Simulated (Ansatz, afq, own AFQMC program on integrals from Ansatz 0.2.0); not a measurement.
# N, quartet in def2-SVP, levels against full CI

A free N atom.

Basis def2-SVP. Noble-gas cores (and the filled d shells of Ga–Kr and In–Xe) are frozen. Ansatz 0.2.0 and our own AFQMC program on the same integrals; the CISD trial comes from CCSD amplitudes, and released means the phaseless constraint is let go. Free AFQMC starts from the CCSD state and is never constrained. Its projection time is finite, and what remains of the start isn't in its error. Error bars are statistical, one sigma.

Determinant: UHF, the one that the program's search chose, which needn't be the lowest solution.

Full CI on the same integrals is exact in this basis and with this determinant's frozen core.

- T1 diagnostic: 0.0043
- weight of the determinant in the CISD state: 0.972
- ⟨S²⟩ of the determinant: 3.757
- size of the correlated space: 5 electrons in 13 orbitals

Reference: full CI, correlation energy -2.323 eV. The released energy is read at 1.50 1/Eh (meV from the phaseless value at times in 1/Eh: -0.1 ± 0.3 at 0.24, -0.8 ± 0.3 at 0.50, -0.48 ± 0.21 at 1.00, -0.4 ± 0.3 at 1.50).

```tsv
level	E − E(reference) (mEh)	share of correlation (%)
HF	85.36	0.00
MP2	15.78	81.52
CCSD	0.89	98.95
CCSD(T)	0.18	99.79
CCSDT	0.03	99.96
CCSDT(Q)	0.01	99.99
CCSDTQ	0.00	100.00
ph-AFQMC/HF	0.27 ± 0.35	99.68
ph-AFQMC/CISD	0.03 ± 0.02	99.97
released AFQMC	0.01 ± 0.01	99.98
free AFQMC	0.00 ± 0.01	100.00
```

CCSDT and higher add their correlation energy to the determinant of the CCSD(T) run, since their own runs factorise the integrals more tightly (a shift of under 2 meV). Free projections are given only where their last times agree within the noise and don't stop above the reference; a slow remainder of the start can still hide under it. A walk keeps the symmetry of its determinant, which the program's search chose and which needn't be the lowest solution, so a lower state of the same spin and another symmetry isn't excluded. Released energies are given only where the last usable release times agree within the noise; a slower fall can still hide under it.
